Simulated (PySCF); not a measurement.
C₅H₇Cl.
Numbering: `[CH2:1]=[C:2]([CH3:3])/[CH:4]=[CH:5]/[Cl:6]` (hydrogens: H7, H8 on C1; H9, H10, H11 on C3; H12 on C4; H13 on C5)

The same species was optimised twice, with GFN2-xTB and with PBE0-D3(BJ)/def2-SVP (PySCF), and the same property calculations (PySCF, gas phase) were run on both structures.

```tsv
coordinate	GFN2-xTB	PBE0-D3(BJ)/def2-SVP	change
C1=C2 (Å)	1.333	1.345	+0.012
C4=C5 (Å)	1.330	1.340	+0.010
C2–C4 (Å)	1.454	1.462	+0.008
C5–Cl6 (Å)	1.719	1.722	+0.003
C2–C3 (Å)	1.499	1.500	+0.001
C4–C5–Cl6 (°)	122.3	123.0	+0.7
C1–C2–C4 (°)	119.7	119.4	-0.3
C3–C2–C4 (°)	118.5	118.8	+0.3
C2–C4–C5 (°)	125.0	124.7	-0.3
C1–C2–C3 (°)	121.8	121.8	0.0
C1–C2–C4–C5 (°)	180	180	0
```

Rotational constants: A = 8328, B = 1240, C = 1086 MHz (GFN2-xTB) against A = 8240, B = 1226, C = 1074 MHz (PBE0-D3(BJ)/def2-SVP). Point groups within 0.08 Å: Cs and Cs.

On the GFN2-xTB structure: lowest singlet, TDDFT (eV) 5.61 [wB97X-D/def2-SVPD]; lowest triplet, Tamm–Dancoff (eV) 3.23 [wB97X-D/def2-SVPD]; isotropic polarisability (au) 80.8 [wB97X-D/def2-SVPD]; HOMO (eV) -8.49 [wB97X-D/def2-SVPD]; LUMO (eV) 0.64 [wB97X-D/def2-SVPD]; dipole (D) 1.81 [wB97X-D/def2-SVPD]; HOMO (eV) -6.72 [PBE0/pcSseg-1]; LUMO (eV) -1.04 [PBE0/pcSseg-1]; dipole (D) 1.75 [PBE0/pcSseg-1]; GIAO shielding of C1 (ppm) 61.8 [PBE0/pcSseg-1]; GIAO shielding of C2 (ppm) 39.7 [PBE0/pcSseg-1]; GIAO shielding of C3 (ppm) 166.2 [PBE0/pcSseg-1]; GIAO shielding of C4 (ppm) 42.8 [PBE0/pcSseg-1]; GIAO shielding of C5 (ppm) 54.8 [PBE0/pcSseg-1]; GIAO shielding of Cl6 (ppm) 745.3 [PBE0/pcSseg-1].

**Question.** What do these properties become on the PBE0-D3(BJ)/def2-SVP structure?

**Answer.** 
```tsv
property	level	on GFN2-xTB	on PBE0-D3(BJ)/def2-SVP	change
lowest singlet, TDDFT (eV)	wB97X-D/def2-SVPD	5.61	5.54	-0.07
lowest triplet, Tamm–Dancoff (eV)	wB97X-D/def2-SVPD	3.23	3.15	-0.08
isotropic polarisability (au)	wB97X-D/def2-SVPD	80.8	82.2	+1.4
HOMO (eV)	wB97X-D/def2-SVPD	-8.49	-8.46	+0.03
LUMO (eV)	wB97X-D/def2-SVPD	0.64	0.58	-0.06
dipole (D)	wB97X-D/def2-SVPD	1.81	1.80	-0.01
energy, GFN2-xTB geometry as zero (kcal/mol)	wB97X-D/def2-SVPD	0.0	-0.7	-0.7
HOMO (eV)	PBE0/pcSseg-1	-6.72	-6.70	+0.02
LUMO (eV)	PBE0/pcSseg-1	-1.04	-1.09	-0.05
dipole (D)	PBE0/pcSseg-1	1.75	1.74	-0.01
energy, GFN2-xTB geometry as zero (kcal/mol)	PBE0/pcSseg-1	0.0	-0.3	-0.3
GIAO shielding of C1 (ppm)	PBE0/pcSseg-1	61.8	58.2	-3.6
GIAO shielding of C2 (ppm)	PBE0/pcSseg-1	39.7	37.6	-2.1
GIAO shielding of C3 (ppm)	PBE0/pcSseg-1	166.2	164.4	-1.8
GIAO shielding of C4 (ppm)	PBE0/pcSseg-1	42.8	40.7	-2.1
GIAO shielding of C5 (ppm)	PBE0/pcSseg-1	54.8	51.9	-2.9
GIAO shielding of Cl6 (ppm)	PBE0/pcSseg-1	745.3	740.8	-4.5
```

The heavy atoms differ by 0.012 Å rms after alignment. Among bonds between heavy atoms C1=C2 changes most (+0.012 Å). Changes are differences of the printed values. Neither structure is proved a minimum here.

Conformer computed: `[CH2:1]=[C:2]([CH3:3])/[CH:4]=[CH:5]/[Cl:6]`: C1–C2–C4–C5 180°.

Note: wB97X-D ran without an empirical dispersion term, which enters the total energy and its gradient alone.
